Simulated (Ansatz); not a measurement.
# C3H3FO: up Jacob's ladder to CCSD(T)

How much do the methods differ for C3H3FO? The plan is to run it at one geometry with functionals of several rungs and with coupled cluster. The yardstick is the atomisation energy at the CCSD(T) limit.

Computed with Ansatz 0.2.0, Gaussian basis. Level: functionals in def2-TZVPP, the program's frozen cores in correlated methods.

Plan: LDA (SPW92), PBE-D4, revPBE-D4, BLYP-D4, r2SCAN-D4, B97M-V, PBE0-D4, B3LYP-D4, r2SCANh-D4, r2SCAN0-D4, HSE06-D4, BHLYP-D4, CAM-B3LYP-D4, LC-ωPBE, ωB97X-V, ωB97M-V, B2PLYP, PBE-QIDH; CCSD(T)/def2-SVP; CCSD(T)/def2-TZVPP; MP2/def2-QZVPP; extrapolation to the limit; RPA on PBE.

## (1) The relaxed structure

The geometry comes from an earlier relaxation with PBE0-D4 in a triple-zeta def2 set; it is a stationary point, not always the lowest conformer.

SMILES `C=C=C(O)F`, 8 atoms, charge 0, spin multiplicity 1.

Atoms are counted from 1 here; the program's logs count them from 0.

Bond lengths: C1–C2 1.301 Å, C1–H6 1.088 Å, C1–H7 1.088 Å, C2–C3 1.303 Å, C3–O4 1.343 Å, C3–F5 1.325 Å, O4–H8 0.962 Å. Angles: C2–C1–H6 121.8°, C2–C1–H7 121.8°, H6–C1–H7 116.4°, C1–C2–C3 178.8°, C2–C3–O4 128.4°, C2–C3–F5 122.6°, O4–C3–F5 109.0°, C3–O4–H8 108.6°.

## (2) LDA

This LDA is Slater exchange with PW92 correlation.

in.yaml reads:

```yaml
crystal:
  periodic: [false, false, false]
  atoms:
    - {symbol: C, position_ang: [-0.538739, 1.433225, -0.290234]}
    - {symbol: C, position_ang: [0.098792, 0.325080, -0.047419]}
    - {symbol: C, position_ang: [0.714139, -0.797749, 0.195051]}
    - {symbol: O, position_ang: [0.188388, -2.026867, 0.321584]}
    - {symbol: F, position_ang: [2.026596, -0.871171, 0.358289]}
    - {symbol: H, position_ang: [-0.921279, 2.062217, 0.511488]}
    - {symbol: H, position_ang: [-0.711219, 1.784933, -1.305756]}
    - {symbol: H, position_ang: [-0.764577, -1.966769, 0.201196]}
basis:
  gaussian: {orbitals: def2-TZVPP}
hamiltonian: {xc: lda}
output: {orbitals: {seedname: orbitals}}
```

Command:

```bash
$ ansatz run in.yaml --threads 2 --pin off --events-out ev --progress --plain --max-ram 4352MiB
```

After this run come: PBE-D4 (GGA); revPBE-D4 (GGA); BLYP-D4 (GGA); r2SCAN-D4 (meta-GGA); B97M-V (meta-GGA); B3LYP-D4 (hybrid); r2SCANh-D4 (hybrid); r2SCAN0-D4 (hybrid); HSE06-D4 (hybrid); BHLYP-D4 (hybrid); CAM-B3LYP-D4 (range-separated); LC-ωPBE (range-separated); ωB97X-V (range-separated); ωB97M-V (range-separated); B2PLYP (double hybrid); PBE-QIDH (double hybrid); CCSD(T) in def2-SVP; CCSD(T) in def2-TZVPP; MP2 in def2-QZVPP; RPA on PBE orbitals.

**Question.** What will the summary of the whole plan be? Wanted: atomisation energy, CCSD(T)/CBS; farthest beyond LDA; mean size of error, GGA; mean size of error, meta-GGA; mean size of error, hybrid; mean size of error, range-separated; mean size of error, double hybrid; gap, smallest and largest; T1 diagnostic.

As calculated:

| quantity | value |
| --- | --- |
| atomisation energy, CCSD(T)/CBS | 35.067 eV |
| functionals within 0.175 eV (0.5 %) | B3LYP-D4, r2SCANh-D4, ωB97X-V, PBE-QIDH |
| farthest beyond LDA | PBE-D4 (+1.809 eV) |
| mean size of error, GGA | 0.968 eV |
| mean size of error, meta-GGA | 0.303 eV |
| mean size of error, hybrid | 0.577 eV |
| mean size of error, range-separated | 0.199 eV |
| mean size of error, double hybrid | 0.145 eV |
| gap, smallest and largest | 3.66 eV (LDA (SPW92)), 11.10 eV (LC-ωPBE) |
| T1 diagnostic | 0.0129 |
| triples share of the correlation energy | 4.1 % |

The LDA atomisation energy is off by 6.895 eV (20 %): it overbinds. PBE-D4 misses by +1.809 eV. Double hybrids carry the basis error of their MP2 part in triple zeta, and no dispersion term here, so their miss is partly the set-up's. By mean error the best rung here is double hybrid (0.145 eV) and the worst beyond LDA is GGA (0.968 eV). The gap between the best rungs is small, so their order is not settled. The reference freezes the cores and leaves out relativity and excitations past (T), so misses under about 0.175 eV can't be ranked. Hartree-Fock recovers 69 % of the binding; the rest is correlation. CCSD(T) in def2-SVP is off by -1.668 eV, more than most functionals: a good method in a small basis is no reference. Orbital gaps span 3.7 to 11.1 eV; exact exchange widens them. The restricted reference is unstable towards a spin-broken one.
